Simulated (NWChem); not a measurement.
hydrogen sulfide (H2S); SMILES S

Give the equilibrium geometry at PBE-D3(BJ)/def2-SVP (NWChem) as a list of bonds and angles, with the point group.

point group C2v; any orientation.
Bonds (Å): S1–H2 1.361, S1–H3 1.361. Bond angles (°): H2–S1–H3 91.4.
